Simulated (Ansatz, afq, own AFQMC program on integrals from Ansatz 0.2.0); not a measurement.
NH4O, doublet: AFQMC among the cluster methods

```xyz
6

N    -1.1775    0.0111   -0.0261
H    -1.4748    0.9789   -0.0261
H    -1.4748   -0.3912    0.8542
H    -0.1651    0.0111   -0.0261
O     1.1395    0.0111   -0.0261
H     1.3913   -0.9289   -0.0261
```

Connectivity, by distances: NH3 ··· OH.

Basis cc-pVTZ. Noble-gas cores (and the filled d shells of Ga–Kr and In–Xe) are frozen. AFQMC by an in-house program on the Cholesky factors that Ansatz 0.2.0 writes for its CCSD(T) run. The CISD trial takes its coefficients from CCSD amplitudes. Released means that phaseless walkers are propagated on without the constraint, phases kept. Uncertainties: one standard error, sampling alone.

Determinant: UHF, the one that the program's search chose, which needn't be the lowest solution. The geometry is a point of a scan.

No full CI on the walks' own integrals is used here. The released AFQMC energy serves as the reference, which it does only where one determinant dominates, the energy is flat over the last release times and near the phaseless one (40 meV or 2 meV an electron, half that with transition metals). On small molecules, where full CI could be run and the noise was under 10 meV, such values lay within 10 meV of it in 19 cases of 20, a flattering rate, since the rule was set on those same cases; what remains of the bias isn't in the error bar.

Cautions: the released value is read at 0.99 1/Eh with a noise of 12 meV, more than in the cases checked, later times being too noisy (meV from the phaseless value at times in 1/Eh: -19 ± 4 at 0.24, -25 ± 5 at 0.51, -23 ± 12 at 0.99, -44 ± 16 at 1.50).

```
T1 diagnostic                               : 0.0307
weight of the determinant in the CISD state : 0.859
⟨S²⟩ of the determinant                     : 0.765
size of the correlated space                : 15 electrons in 114 orbitals
```

```
  level  correlation energy (eV)
    MP2                 -12.3124
   CCSD                 -13.0237
CCSD(T)                 -13.4488
```

**Question.** Estimate where phaseless AFQMC with the Hartree–Fock trial lies against CCSD(T) on the same integrals.

**Answer.** 6.5 ± 3.0 kJ/mol below CCSD(T).

Reference: AFQMC with the constraint released, correlation energy -13.494 ± 0.012 eV.

```
        level  E − E(reference) (kJ/mol)  share of correlation (%)
      CCSD(T)                  4.4 ± 1.1                     99.66
  ph-AFQMC/HF                 -2.1 ± 3.2                    100.16
ph-AFQMC/CISD                  2.2 ± 1.3                     99.83
```

Released energies are given only where the last usable release times agree within the noise; a slower fall can still hide under it.
